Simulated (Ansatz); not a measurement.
[OH···H···SiH3], doublet along the distance O1-H3

Starting geometry:

```yaml
atoms:
  - { symbol: O, position_ang: [-1.7717, -0.0190, 0.0000] }
  - { symbol: H, position_ang: [-2.0210, 0.9076, 0.0000] }
  - { symbol: H, position_ang: [-0.8122, -0.0190, 0.0000] }
  - { symbol: Si, position_ang: [0.9593, -0.0190, 0.0000] }
  - { symbol: H, position_ang: [1.4092, -1.4353, 0.0000] }
  - { symbol: H, position_ang: [1.4092, 0.6891, -1.2265] }
  - { symbol: H, position_ang: [1.4092, 0.6891, 1.2265] }
```

From there H3 is moved from one fragment to the other while all else, the fragments' distance too, stays fixed; atoms are numbered as listed. Energies are in kcal/mol, counted from the starting geometry at the same level.

Basis cc-pVDZ; Ansatz 0.2.0. Correlated methods freeze the noble-gas cores. Prefix R: restricted or restricted open-shell reference; prefix U: unrestricted.

Full CI isn't at hand for all of this; UCCSDT(Q) serves as the reference, and is uncertain by about the last step of the cluster series. The frozen core follows each run's orbitals, which can shift R against U totals by a few meV.

```
distance O1-H3 (Å)  UCCSDT(Q)  error RMP2  error RCCSD  error RCCSD(T)  error BCCD(T)  error RCCSDT  error RCCSDT(Q)
             0.960        0.0         0.0          0.0             0.0            0.0           0.0              0.0
             1.007        0.7        -0.1          0.2             0.0            0.0           0.0              0.0
             1.102        5.7        -0.4          0.6             0.1            0.1           0.1              0.0
             1.196       12.0         0.9          0.6             0.1            0.1           0.1              0.0
             1.291       18.1         4.9          0.2             0.1            0.1           0.0              0.0
```

Errors are those of relative energies. In total energy the starting point itself misses UCCSDT(Q) by: RMP2 26.9, RCCSD 5.0, RCCSD(T) 0.9, BCCD(T) 0.9, RCCSDT 0.4, RCCSDT(Q) 0.0 kcal/mol.

Spread of the error over the points with a reference, to 1.291 Å (largest less smallest): RCCSDT(Q) 0.0, RCCSDT 0.1, RCCSD(T) 0.1, BCCD(T) 0.1, RCCSD 0.6, RMP2 5.2 kcal/mol.
